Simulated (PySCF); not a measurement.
**Structure from NMR data**

The spectra below were simulated for a compound C4H6O.

$^{1}$H NMR (600 MHz, computed): δ 6.52 (m, 1H), 5.67 (m, 2H), 3.68 (s, 3H).

$^{13}$C{$^{1}$H} NMR (computed): δ 216.6, 129.8, 93.5, 60.1.

How the numbers were obtained: geometry from GFN2-xTB, NMR shieldings at PBE0/pcSseg-1/GIAO, in PySCF (no solvent model, non-relativistic, a single conformation, averaged over atoms made equivalent by symmetry, fast rotation or ring inversion).

δ = σ(ref) − σ, references computed at the same level: $^{1}$H and $^{13}$C vs TMS.

Problem. Propose a structure and justify it.

Solution. 
Rings plus π bonds: 2 (no ring in the answer). 4 carbon signals for 4 carbons: no two carbons are equivalent. Carbon types of the structure: 1 × C, 1 × CH, 1 × CH2, 1 × CH3, which accounts for all hydrogens. δC 216.6: central carbon of an allene; the central sp carbon of an allene is among the most deshielded carbons of hydrocarbons. δC 129.8, 93.5: terminal carbon of a cumulated C=C=C unit. δC 60.1: methyl carbon bonded to O; the inductive effect lowers its shielding. δH 6.52, 5.67: hydrogen on a terminal carbon of a cumulated C=C=C unit; a vinylic proton, deshielded by the sp2 carbon and the C=C anisotropy. δH 3.68: hydrogen on a methyl carbon bonded to O; its carbon carries O, which withdraws density.

Structure: SMILES C=C=COC.

The data come from this structure; uniqueness wasn't tested.

Shifts are as computed. Against solution values, carbons near 30 ppm lie about +3 ppm off and those near 130 ppm about +5 ppm. Of 246 compounds with measured shifts, 49 miss one by over three times the rms of a fit or turn the order of signals round; such compounds aren't used in these exercises. No couplings were computed; multiplicities are counted from neighbouring protons, with m where these are inequivalent, close in shift, in a saturated or five-membered ring or joined by F or P, and br s for small geminal =CH2 splittings.
